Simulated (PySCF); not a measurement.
# C₂H₂N₂S: excited-state relaxation

Aim: compute the excited-state relaxation of C₂H₂N₂S (`c1nncs1`).

Programs: PySCF 2.14.0, with routines of our own; each step states its level. All values are computed. Atoms count from 0.

## Step 1: The starting structure

7 atoms, charge 0, multiplicity 1; geometry from: GFN2-xTB.

## Step 2: Geometry optimisation at PBE0/def2-SVPD

Job settings and geometry (Å):

```
{"job": {"xc": "PBE0", "basis": "def2-SVPD", "grid": 1, "kind": "geom"}, "charge": 0, "multiplicity": 1}
C      1.165580     0.127356     0.011860
N      0.724632    -0.907689     0.623742
N     -0.595815    -0.955614     0.697413
C     -1.176038     0.041666     0.141480
S     -0.081366     1.194792    -0.560741
H      2.204656     0.333533    -0.144061
H     -2.238316     0.170860     0.102821
```

Run with:

```sh
> OMP_NUM_THREADS=1 python excited_run.py task.json out
```

The driver reads the jobs from task.json and runs them one after another.

Standard output:

```text
step   0  E = -584.46847024  max force = 0.015995
step   1  E = -584.47016872  max force = 0.001939
step   2  E = -584.47017899  max force = 0.000632
step   3  E = -584.47018032  max force = 0.000540
step   4  E = -584.47018314  max force = 0.000373
optimisation converged
```

It took 20 s on 1 thread of Arm Neoverse N1, shared host; peak memory 0.55 GiB.

Along the way:

```csv
step,energy from step 0 (eV),largest force component (eV/Å)
0,0.0000,0.8225
1,-0.0462,0.0997
2,-0.0465,0.0325
3,-0.0465,0.0278
4,-0.0466,0.0192
```

Close pairs (by a distance rule), those that changed most:

```csv
bond,before (Å),after (Å),change (Å)
N1–N2,1.323,1.348,+0.025
C0–H5,1.071,1.089,+0.018
C3–H6,1.071,1.089,+0.018
C0–N1,1.281,1.297,+0.016
N2–C3,1.281,1.296,+0.016
C0–S4,1.738,1.727,-0.012
C3–S4,1.738,1.727,-0.011
```

The end geometry stands in the next job.

```csv
at the end point,value
point group (found at 0.08 Å tolerance),C2v
"rotational constants (GHz, main isotopes)","8.966, 5.606, 3.449"
dipole moment (D),3.27
```

## Step 3: Excited-state relaxation: TDA PBE0/def2-SVPD

Job settings and geometry (Å):

```
{"job": {"kind": "xopt", "state": "S1", "method": "TDA", "freq": false, "xc": "PBE0", "basis": "def2-SVPD", "grid": 1}, "charge": 0, "multiplicity": 1}
C      0.910244     0.205960     0.065077
N      0.462502    -0.846493     0.675695
N     -0.883415    -0.883874     0.741790
C     -1.446583     0.140140     0.180625
S     -0.329009     1.270006    -0.494746
H      1.969279     0.409445    -0.085759
H     -2.525051     0.283539     0.135686
```

Level: TDA PBE0/def2-SVPD excited-state geometry optimisation, gas phase.

Standard output:

```text
final grid: 31864 points
cycle   1  E = -584.4490476608  dE =  9.141e-01  |g| = 2.727e-01  |ddm| = 4.191e+00
cycle   2  E = -584.4043902810  dE =  4.466e-02  |g| = 5.094e-01  |ddm| = 1.308e+00
cycle   3  E = -584.4688431204  dE = -6.445e-02  |g| = 7.699e-02  |ddm| = 9.198e-01
cycle   4  E = -584.4700871044  dE = -1.244e-03  |g| = 1.845e-02  |ddm| = 1.131e-01
cycle   5  E = -584.4701636291  dE = -7.652e-05  |g| = 8.202e-03  |ddm| = 3.967e-02
cycle   6  E = -584.4701823044  dE = -1.868e-05  |g| = 1.653e-03  |ddm| = 1.231e-02
cycle   7  E = -584.4701831162  dE = -8.118e-07  |g| = 2.587e-04  |ddm| = 3.407e-03
cycle   8  E = -584.4701831380  dE = -2.174e-08  |g| = 4.602e-05  |ddm| = 7.225e-04
cycle   9  E = -584.4701831387  dE = -7.637e-10  |g| = 1.010e-05  |ddm| = 1.615e-04
converged SCF energy = -584.4701831387

vertical S1 at the ground-state geometry: 4.7875 eV
step    E(state)/Eh    max force   excitation/eV  root
  0    -584.28821301   0.159582     4.9124      1
  1    -584.31088219   0.100366     3.0147      1
  2    -584.31560960   0.060857     3.5825      1
  3    -584.32073975   0.015414     3.5074      1
  4    -584.32107229   0.024191     3.2316      1
  5    -584.32188115   0.003125     3.3964      1
  6    -584.32190628   0.000687     3.3754      1
  7    -584.32196494   0.004699     3.3262      1
  8    -584.32162365   0.015838     3.0278      1
  9    -584.32202730   0.009563     3.2083      1
 10    -584.32210184   0.006916     3.2285      1
 11    -584.32215610   0.001282     3.1697      1
 12    -584.32217461   0.001179     3.2377      1
 13    -584.32218035   0.000186     3.2189      1
optimisation converged
vertical emission 3.2189 eV, adiabatic 4.0274 eV, Stokes shift 1.5686 eV, reorganisation 0.7601 (excited) and 0.8085 eV (ground)
in toluene: absorption 4.9294 eV (f = 0.0000, root 1), emission 3.3520 eV (f = 0.0005, root 1)
in methanol: absorption 5.1179 eV (f = 0.0000, root 1), emission 3.5190 eV (f = 0.0008, root 1)
```

It took 2.3 min on 1 thread of Arm Neoverse N1, shared host; peak memory 0.57 GiB.

From this job:

```csv
quantity,value
"vertical absorption, S1",4.79 eV
"adiabatic energy, S1",4.03 eV
"vertical emission, S1",3.22 eV
"Stokes shift, S1",1.57 eV
"geometry moved (RMSD), S1",0.104 Å
```

Bonds of the start that changed most:

```csv
bond,start (Å),end (Å)
N1–N2,1.348,1.212
S4–C0,1.727,1.783
C3–S4,1.727,1.782
C0–N1,1.296,1.341
N2–C3,1.296,1.340
C3–H6,1.089,1.084
```

## Step 4: Excited-state relaxation: UKS PBE0/def2-SVPD

Job settings and geometry (Å):

```
{"job": {"kind": "xopt", "state": "T1", "method": "UKS", "freq": false, "xc": "PBE0", "basis": "def2-SVPD", "grid": 1}, "charge": 0, "multiplicity": 1}
C      0.910244     0.205960     0.065077
N      0.462502    -0.846493     0.675695
N     -0.883415    -0.883874     0.741790
C     -1.446583     0.140140     0.180625
S     -0.329009     1.270006    -0.494746
H      1.969279     0.409445    -0.085759
H     -2.525051     0.283539     0.135686
```

Level: UKS PBE0/def2-SVPD excited-state geometry optimisation, gas phase.

Standard output:

```text
final grid: 31864 points
cycle   1  E = -584.4490476608  dE =  9.141e-01  |g| = 2.727e-01  |ddm| = 4.191e+00
cycle   2  E = -584.4043902810  dE =  4.466e-02  |g| = 5.094e-01  |ddm| = 1.308e+00
cycle   3  E = -584.4688431204  dE = -6.445e-02  |g| = 7.699e-02  |ddm| = 9.198e-01
cycle   4  E = -584.4700871044  dE = -1.244e-03  |g| = 1.845e-02  |ddm| = 1.131e-01
cycle   5  E = -584.4701636291  dE = -7.652e-05  |g| = 8.202e-03  |ddm| = 3.967e-02
cycle   6  E = -584.4701823044  dE = -1.868e-05  |g| = 1.653e-03  |ddm| = 1.231e-02
cycle   7  E = -584.4701831162  dE = -8.118e-07  |g| = 2.587e-04  |ddm| = 3.407e-03
cycle   8  E = -584.4701831380  dE = -2.174e-08  |g| = 4.602e-05  |ddm| = 7.225e-04
cycle   9  E = -584.4701831387  dE = -7.637e-10  |g| = 1.010e-05  |ddm| = 1.615e-04
converged SCF energy = -584.4701831387

vertical T1 at the ground-state geometry: 4.4373 eV
step    E(state)/Eh    max force   <S^2>
  0    -584.30482684   0.130149    2.0335
  1    -584.32932124   0.042998    2.0494
  2    -584.34018430   0.026570    2.0307
  3    -584.34209133   0.015335    2.0298
  4    -584.34278789   0.018618    2.0333
  5    -584.34320455   0.004806    2.0322
  6    -584.34333058   0.004465    2.0314
  7    -584.34347830   0.002721    2.0295
  8    -584.34360151   0.003635    2.0272
  9    -584.34373609   0.008363    2.0265
 10    -584.34388063   0.003566    2.0240
 11    -584.34399451   0.002807    2.0234
 12    -584.34371779   0.006090    2.0255
 13    -584.34410665   0.002941    2.0233
 14    -584.34418462   0.002267    2.0224
 15    -584.34437782   0.006397    2.0226
 16    -584.34461227   0.007742    2.0230
 17    -584.34487893   0.010444    2.0276
 18    -584.34444749   0.013900    2.0308
 19    -584.34532158   0.004805    2.0313
 20    -584.34547579   0.002947    2.0325
 21    -584.34549418   0.000873    2.0328
 22    -584.34550658   0.000874    2.0332
 23    -584.34550912   0.000419    2.0335
optimisation converged
vertical emission 1.4492 eV, adiabatic 3.3926 eV, Stokes shift 2.9881 eV, reorganisation 1.0447 (excited) and 1.9433 eV (ground)
```

Wall time 4.6 min (1 thread of Arm Neoverse N1, shared host); peak memory 0.61 GiB.

Warnings kept with the result: 1 SCF or response steps did not converge.

In short:

```csv
quantity,value
"vertical gap at the ground-state geometry, T1",4.44 eV
"adiabatic energy, T1",3.39 eV
"vertical gap at the relaxed geometry, T1",1.45 eV
"difference of the two gaps, T1",2.99 eV
"geometry moved (RMSD), T1",0.435 Å
```

Bonds of the start that changed most:

```csv
bond,start (Å),end (Å)
C0–N1,1.296,1.427
N1–N2,1.348,1.278
S4–C0,1.727,1.776
C3–S4,1.727,1.768
N2–C3,1.296,1.337
C0–H5,1.089,1.097
```

## Step 5: Outcome

```
                                                                  quantity                 value
                                                               point group                   C2v
                                      rotational constants (main isotopes)  8.97, 5.61, 3.45 GHz
                      vertical absorption, S1 (step 3, TDA PBE0/def2-SVPD)               4.79 eV
                         adiabatic energy, S1 (step 3, TDA PBE0/def2-SVPD)               4.03 eV
                        vertical emission, S1 (step 3, TDA PBE0/def2-SVPD)               3.22 eV
                             Stokes shift, S1 (step 3, TDA PBE0/def2-SVPD)               1.57 eV
vertical gap at the ground-state geometry, T1 (step 4, UKS PBE0/def2-SVPD)               4.44 eV
                         adiabatic energy, T1 (step 4, UKS PBE0/def2-SVPD)               3.39 eV
     vertical gap at the relaxed geometry, T1 (step 4, UKS PBE0/def2-SVPD)               1.45 eV
               difference of the two gaps, T1 (step 4, UKS PBE0/def2-SVPD)               2.99 eV
```

**Reading.** Over 4 steps the energy fell by 0.047 eV; of the close pairs, N1–N2 changed most, 1.323 to 1.348 Å. No frequency check was run at this level, so the end point may be a saddle. Where no frequencies were run, the relaxed excited state may be a saddle. In step 3 (excited-state relaxation), among the bonds N1–N2 changes most, from 1.348 to 1.212 Å. In step 4 the harmonic model is doubtful. In step 4 (excited-state relaxation), among the bonds C0–N1 changes most, from 1.296 to 1.427 Å. The atoms move far more than that, so angles or torsions carry the main change. ΔSCF (UKS) and response values aren't on one footing and may follow different states, so their differences aren't method errors alone, and singlets and triplets from the two don't rank.
